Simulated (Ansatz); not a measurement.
**A small benchmark: atomisation enthalpy at 298 K**

8 molecules with open shells; the atomisation enthalpy at 298 K in kJ/mol, computed less measured. Shapes, held fixed at every level: PBE0-D4/def2-TZVP. Flexible molecules stand in one conformer, not always the lowest. Thermal terms are harmonic and unscaled (PBE0-D4/def2-TZVP); the spin-orbit lowering of the free atoms is taken from their spectra. Programs: Ansatz 0.2.0. Measured values: Active Thermochemical Tables.

Levels: A = wB97M-V/def2-TZVPP; B = MP2/def2-SVP; C = CCSD/def2-TZVPP.

```json
{"molecule": "N2H (dinitrogen monohydride)", "from tabulated heats": "913", "A": "+18", "B": "-114", "C": "-88"}
{"molecule": "C2HO (ethynyloxy radical)", "from tabulated heats": "1723", "A": "+10", "B": "-39", "C": "-113"}
{"molecule": "CH3 (SMILES [CH3])", "from tabulated heats": "1224", "A": "-1", "B": "-64", "C": "-32"}
{"molecule": "CH3O (hydroxymethyl radical)", "from tabulated heats": "1636", "A": "+3", "B": "-85", "C": "-71"}
{"molecule": "N2H3 (hydrazinyl radical)", "from tabulated heats": "1374", "A": "+23", "B": "-154", "C": "-94"}
{"molecule": "C2H3O (acetyl radical)", "from tabulated heats": "2347", "A": "+6", "B": "-63", "C": "-113"}
{"molecule": "C3H3 (cyclopropenyl radical)", "from tabulated heats": "2318", "A": "+11", "B": "-53", "C": "-117"}
{"molecule": "C2H5O (ethoxy radical)", "from tabulated heats": "2784", "A": "+15", "B": "-127", "C": "-104"}
```

Sum up the errors.


```tsv
level	kind	mean error	mean absolute error	worst case
wB97M-V/def2-TZVPP	range-separated hybrid	+10.6	10.9	N2H3
MP2/def2-SVP	perturbation theory	-87.4	87.4	N2H3
CCSD/def2-TZVPP	coupled cluster or CI	-91.5	91.5	C3H3
```

On this set wB97M-V/def2-TZVPP has the smallest mean absolute error and CCSD/def2-TZVPP the largest. Without C3H3 the largest would be that of MP2/def2-SVP. wB97M-V/def2-TZVPP is too high in 7 of 8; MP2/def2-SVP is too low in 8 of 8; CCSD/def2-TZVPP is too low in 8 of 8. The largest two are near a tie. Correlated wave functions converge slowly with the basis. CCSD also lacks the triples, which bind further. Spin contamination: N2H (⟨S²⟩ up to 0.85), C2HO (⟨S²⟩ up to 0.81). Open shells run unrestricted. The set is small.
